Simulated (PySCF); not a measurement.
**Which functional comes closest?**

Molecule: SMILES C=CC(=O)Cl, C3H3ClO.

Atoms are numbered as in `[CH2:1]=[CH:2][C:3](=[O:4])[Cl:5]`. Hydrogens are named by the atom that carries them. Ha(C1) is cis to C3; Hb(C1) is trans to C3.

Geometry PBE0-D3(BJ)/def2-SVP throughout; GIAO in PySCF, gas phase, one conformer, non-relativistic; equivalent atoms averaged; basis pcSseg-2.

Reference values (measured; solution, not stated per compound (mostly CDCl3 or CCl4); Pretsch, Buehlmann, Badertscher, Structure Determination of Organic Compounds, 4th ed. (2009)): δ(H(C2)) = 6.35 ppm, δ(Hb(C1)) = 6.16 ppm, δ(Ha(C1)) = 6.63 ppm. Computed shifts are taken against TMS, calculated as an isolated molecule at each level.

How do the functionals WP04, B97-2, BHandHLYP, CAM-B3LYP, wB97X-D, LC-wPBE perform against the reference? Times are CPU seconds on 1 thread of an Arm Neoverse V2, shared host.

## Answers


```tsv
functional	kind	H(C2)	Hb(C1)	Ha(C1)	mean abs. error H	core-s
WP04	global hybrid	6.32	5.83	6.64	0.12	18
B97-2	global hybrid	6.53	6.02	6.84	0.18	18
BHandHLYP	global hybrid	6.48	6.13	6.99	0.17	17
CAM-B3LYP	range-separated hybrid	6.57	6.11	6.95	0.20	23
wB97X-D	range-separated hybrid	6.57	6.14	6.95	0.19	23
LC-wPBE	range-separated hybrid	6.65	6.30	7.09	0.30	29
```

For $^{1}$H the closest is WP04 (0.12 ppm) and the furthest LC-wPBE (0.30 ppm). One molecule is a small sample, and vibrational and solvent effects are absent from the calculation.
